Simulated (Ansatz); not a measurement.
Cost and result for the atomization energy of `[O][AlH][Cl]` radical (4 atoms, 3 bonds).

Charge 0, multiplicity 2. Geometry: relaxed with PBE0-D4/def2-TZVP. Program: Ansatz. All runs use 2 threads of a server CPU on a shared host. Times are those of one run each, without the atoms' runs, and a repeat can differ threefold. Electronic energies, without spin–orbit coupling; frozen cores. CCSD(T)/CBS adds CCSD(T) − MP2 in def2-TZVPP to the MP2 limit, and its time is that of the two runs behind it. T1 = 0.013; ⟨S²⟩ of the reference is 0.76. HSE06 is the plane-wave form, built on full-range PBE exchange.

CCSD(T)/CBS is a level of theory with its own doubt, some kJ/mol a heavy atom from the limit and from the frozen cores, so smaller differences don't rank the functionals.

```
                           level  functions  wall time
                CCSD(T)/def2-SVP         55      2.7 s
          LDA (SPW92)/def2-TZVPP        129      2.9 s
              BLYP-D4/def2-TZVPP        129      4.1 s
              PBE0-D4/def2-TZVPP        129      5.5 s
             HSE06-D4/def2-TZVPP        129        6 s
             BHLYP-D4/def2-TZVPP        129        6 s
         CAM-B3LYP-D4/def2-TZVPP        129      6.5 s
           r2SCANh-D4/def2-TZVPP        129      9.5 s
              ωB97X-V/def2-TZVPP        129       14 s
ωB97M-V/def2-TZVPP (with forces)        129       22 s
                  MP2/def2-QZVPP        227       24 s
              CCSD(T)/def2-TZVPP        129       27 s
               CCSD(T)/CBS(def2)          –       51 s
```

Question: What atomization energy does each give, and how far from CCSD(T)/CBS? (Estimate.)

Answer: Computed: 
| level | atomization (kJ/mol) | difference from CCSD(T)/CBS | per bond |
| --- | --- | --- | --- |
| CCSD(T)/def2-SVP | 1039.4 | -98.1 | -32.7 |
| LDA (SPW92)/def2-TZVPP | 1278.3 | 140.8 | 46.9 |
| BLYP-D4/def2-TZVPP | 1127.6 | -9.9 | -3.3 |
| PBE0-D4/def2-TZVPP | 1116.8 | -20.7 | -6.9 |
| HSE06-D4/def2-TZVPP | 1117.4 | -20.1 | -6.7 |
| BHLYP-D4/def2-TZVPP | 1092.7 | -44.8 | -14.9 |
| CAM-B3LYP-D4/def2-TZVPP | 1133.3 | -4.2 | -1.4 |
| r2SCANh-D4/def2-TZVPP | 1143.3 | 5.8 | 1.9 |
| ωB97X-V/def2-TZVPP | 1143.9 | 6.4 | 2.1 |
| ωB97M-V/def2-TZVPP (with forces) | 1141.7 | 4.2 | 1.4 |
| MP2/def2-QZVPP | 1153.8 | 16.3 | 5.4 |
| CCSD(T)/def2-TZVPP | 1096.4 | -41.1 | -13.7 |
| CCSD(T)/CBS(def2) | 1137.5 | 0.0 | 0.0 |

Leaving LDA and LC-ωPBE aside and taking each functional with its dispersion term where it has one, the values, not all of them listed here, spread over 76.3 kJ/mol, from BHLYP-D4 to B97M-V. LDA lies +142.5 kJ/mol from PBE without D4, its usual overbinding. At CCSD(T), def2-SVP lies −98.1 kJ/mol from the extrapolated value and def2-TZVPP −41.1 kJ/mol: correlation converges slowly with the basis, and small sets miss more of it in the bonded molecule than in its fragments. From r2SCAN to r2SCAN0 (25 % exact exchange), in def2-TZVPP and without D4, the atomization energy moves by −31.5 kJ/mol: exact exchange takes away binding that semilocal exchange gives to molecules.
